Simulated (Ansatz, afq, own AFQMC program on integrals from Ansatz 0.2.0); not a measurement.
## BSiH₆, doublet: AFQMC among the cluster methods

```xyz
8

Si   -0.8770    0.0000    0.0000
H    -1.3719    1.3997    0.0000
H    -1.3719   -0.6999    1.2122
H    -1.3719   -0.6999   -1.2122
H     0.8360    0.0000    0.0000
B     2.0980    0.0000    0.0000
H     2.6071    0.0000    1.0770
H     2.6071    0.0000   -1.0770
```

Basis cc-pVDZ. Only valence electrons are correlated. Ansatz 0.2.0 and our own AFQMC program on the same integrals; the CISD trial comes from CCSD amplitudes, and released means the phaseless constraint is let go. ± is one standard error of the sampling.

Determinant: UHF, the one that the program's search chose, which needn't be the lowest solution. The geometry is a point of a scan.

No full CI on the walks' own integrals is used here; CCSDT(Q) serves as the reference and is uncertain by about the last step of the cluster series.

Cautions: the released energies move by 1.5 errors or more from one time to the next, so no released level is given (meV from the phaseless value at times in 1/Eh: -5 ± 3 at 0.24, -6 ± 3 at 0.51, -7 ± 3 at 0.99, -4.6 ± 2.2 at 1.62, -12 ± 4 at 2.40), though the last usable value meets CCSDT(Q) within the noise.

```
T1 diagnostic                               : 0.0116
weight of the determinant in the CISD state : 0.874
⟨S²⟩ of the determinant                     : 0.764
size of the correlated space                : 13 electrons in 56 orbitals
```

```
  level  correlation energy (eV)
    MP2                  -5.4241
   CCSD                  -6.8045
CCSD(T)                  -6.9411
```

(1) Estimate where phaseless AFQMC with a CISD trial lies against CCSD(T) on the same integrals.

(1) 0.66 ± 0.09 kcal/mol below CCSD(T).

Reference: CCSDT(Q), correlation energy -6.977 eV.

```
        level  E − E(reference) (kcal/mol)  share of correlation (%)
      CCSD(T)                         0.82                     99.49
        CCSDT                         0.10                     99.94
  ph-AFQMC/HF                  0.63 ± 0.54                     99.61
ph-AFQMC/CISD                  0.16 ± 0.09                     99.90
```

A walk keeps the symmetry of its determinant, which the program's search chose and which needn't be the lowest solution, so a lower state of the same spin and another symmetry isn't excluded.
